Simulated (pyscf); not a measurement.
# Routes from `[CH3]` [doublet] + `[NH3]`

Candidate steps break at most two bonds and form at most two. Each was searched with GFN2-xTB (tblite) first. Structures and frequencies: ωB97X-D3(BJ)/def2-SVP in PySCF. MP2 and CC: frozen core, UHF for open shells. ΔMP2 is the change of the MP2 total energy from the triple- to the quadruple-zeta basis. Energies: CCSD(T)/def2-TZVPP + ΔMP2(QZVPP), kcal/mol, from the separated reactants, doublet surface.

```json
[
 {"products": "CH₄ + NH₂•", "type": "hydrogen abstraction", "ΔE‡": "16.9", "ΔE": "+2.7", "ΔG‡ 298 K": "23.3", "ΔG‡ 900 K": "39.7", "ν‡ (cm⁻¹)": "1807i"},
 {"products": "H₃C–NH₂ + H•", "type": "substitution at N", "ΔE‡": "43.4", "ΔE": "+23.9", "ΔG‡ 298 K": "51.8", "ΔG‡ 900 K": "70.7", "ν‡ (cm⁻¹)": "1637i"}
]
```

Plain bond fissions and candidates not yet searched are not listed, and one of them may be faster. Each barrier is that of the saddle found; lower ones may exist. The CCSD(T) − MP2 part came from Ansatz, without density fitting, on the same reference.
